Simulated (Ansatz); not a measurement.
# C3H5NO: the cost of one run

Method: RHF/def2-SVP; program: Ansatz 0.2.0.

### Step 1. Reference run: C₃H₅NO, relaxed

input.yaml

```yaml
crystal:
  periodic: [false, false, false]
  atoms:
    - { symbol: H, position_ang: [-1.137796, -1.796681, 1.006836] }
    - { symbol: O, position_ang: [-0.797905, -0.835903, 1.778635] }
    - { symbol: C, position_ang: [-0.351783, -0.507901, 0.596902] }
    - { symbol: C, position_ang: [0.375594, 0.752694, 0.36778] }
    - { symbol: C, position_ang: [0.718362, 1.217586, -0.847849] }
    - { symbol: "N", position_ang: [-0.688875, -1.48052, -0.225726] }
    - { symbol: H, position_ang: [0.612394, 1.317722, 1.283088] }
    - { symbol: H, position_ang: [1.254113, 2.171665, -0.966553] }
    - { symbol: H, position_ang: [0.468012, 0.667522, -1.769968] }
    - { symbol: H, position_ang: [-0.452017, -1.506184, -1.223143] }
basis:
  gaussian: { orbitals: def2-SVP }
hamiltonian:
  xc: hf
output:
  forces: true
relax:
  f_tol: 0.02
  max_steps: 120
  constraints: [{ distance: [0, 5] }, { distance: [0, 1] }]
  escape_saddle: false
```

On the command line:

```console
ansatz run input.yaml --threads 1 --pin off --max-ram 2560MiB --backend cpu --events-out ev --progress --plain --runs-dir out
```

**Question.** How long does this run take on 1 thread of Arm Neoverse V1, shared host, and how much memory does it need?

About 17 s, with a peak of 0.17 GiB.
